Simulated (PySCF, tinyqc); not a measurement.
Orbital energy against energy difference: ionisation energy by orbital energies and by energy differences in the 6-31g basis, for CH2, spin multiplicity 1. Computed by the program tinyqc with PySCF. The cation is unrestricted; errors are against CCSD(T) in this basis, not against experiment.

Geometry (angstrom):

| atom | x | y | z |
|---|---|---|---|
| C | 0.0000 | 0.0000 | 0.0000 |
| H | 0.0000 | 0.8820 | 0.5340 |
| H | 0.0000 | -0.8820 | 0.5340 |

CCSD(T) difference in the same basis = 8.9746 eV

IP-EOM-CCSD = 8.9358 eV

First vertical ionisation energy (eV):

| method | -e(HOMO) | E(cation) - E | error of -e(HOMO) | error of the difference |
|---|---|---|---|---|
| HF | 9.631 | 8.25872 | 0.656 | -0.716 |
| LDA | 4.825 | 6.52699 | -4.149 | -2.448 |
| PBE | 4.707 | 9.23999 | -4.268 | 0.265 |
| B3LYP | 5.545 | 9.53720 | -3.430 | 0.563 |
| PBE0 | 5.812 | 9.38782 | -3.163 | 0.413 |
| CAM-B3LYP | 7.293 | 9.52332 | -1.682 | 0.549 |
| LC-wPBE | 8.824 | 9.48732 | -0.150 | 0.513 |

What does the comparison show, and why?

Koopmans errs by +0.66 eV and Delta-HF by -0.72 eV: relaxation, 1.37 eV, lowers the value and the missing correlation difference works against it. The PBE level is off by -4.3 eV through the wrong tail of its potential, though its energy difference is off by +0.27 eV; exact exchange deepens the level, and among the orbital energies LC-wPBE comes closest; among the differences PBE does. The restricted reference is unstable here: a spin-polarised solution lies 0.0303 hartree lower (PySCF), so results built on it describe a poor reference.
